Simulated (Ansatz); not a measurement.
A nudged elastic band was laid between two geometries of CH7AlO (10 atoms, charge 0, multiplicity 1).

Method: RKS PBE/def2-SVP in Ansatz 0.2.0.

```json
{"movable images": "7", "climbing image": "yes", "spring": "5.0 eV/Å²", "optimiser": "quadratic models (default)", "start path": "through a guess of the saddle point", "force threshold": "0.03 eV/Å", "iteration limit": "60", "end points": "relaxed"}
```

Image 0:

```xyz
10
Properties=species:S:1:pos:R:3
Al 0.048 -0.120 0.303
C 0.012 0.254 2.257
H -0.939 -0.041 2.754
H 0.850 -0.226 2.812
H 0.124 1.347 2.434
H 1.438 0.072 -0.485
H -1.328 0.083 -0.532
O -0.141 -2.180 0.387
H -0.989 -2.440 -0.026
H -0.186 -2.497 1.311
```

Image 8:

```xyz
10
Properties=species:S:1:pos:R:3
Al -0.038 -0.508 -0.344
C -0.022 -0.142 2.586
H -0.985 0.047 3.093
H 0.795 -0.225 3.327
H 0.204 0.711 1.914
H 1.421 0.106 -0.503
H -1.399 0.331 -0.441
O -0.083 -2.238 -0.253
H -0.920 -2.726 -0.198
H -0.085 -1.103 2.033
```

Which bonds break or form, and what moves?

Bonds broken: Al1–C2, O8–H10. Bonds formed: C2–H10. CH7AlO becomes AlH3O + CH4.

Give the energies along the band, and the barrier.

The run converged. The highest image is number 4 of 0 to 8, 12.1 kcal/mol above the first end and 26.7 kcal/mol above the last; the last end lies 14.6 kcal/mol below the first. A vibrational analysis at the climbing image gives one clearly imaginary mode, 1077i cm⁻¹: a first-order saddle point. The orbitals stay closed-shell, which can raise the energy where a bond breaks towards radicals; this wasn't checked here.

```tsv
image	path coordinate (Å)	energy (kcal/mol)	Al1–C2 (Å)	O8–H10 (Å)	C2–H10 (Å)
0	0.00	0.0	1.99	0.98	2.92
1	0.39	0.4	1.99	0.98	2.60
2	0.79	2.2	2.01	0.99	2.21
3	1.18	6.5	2.04	1.02	1.85
4	1.58	12.1	2.14	1.21	1.49
5	1.98	0.1	2.32	1.61	1.19
6	2.39	-10.9	2.58	1.97	1.12
7	2.79	-14.1	2.79	2.28	1.11
8	3.19	-14.6	2.95	2.55	1.11
```

What is the geometry of the highest image?


```xyz
10
Properties=species:S:1:pos:R:3
Al 0.015 -0.227 0.077
C -0.049 -0.159 2.216
H -1.016 -0.203 2.756
H 0.762 -0.500 2.891
H 0.158 0.932 2.079
H 1.449 0.221 -0.459
H -1.374 0.314 -0.509
O -0.053 -2.108 0.441
H -0.886 -2.589 0.279
H -0.117 -1.430 1.444
```

What are the harmonic wavenumbers there?

1077i, 29, 357, 368, 427, 445, 505, 582, 602, 676, 730, 746, 795, 1197, 1226, 1383, 1432, 1839, 1873, 1896, 2930, 3023, 3081, 3722 cm⁻¹.

The run took 62 s on 2 threads of Arm Neoverse V2 (shared host), peak memory 0.11 GiB.
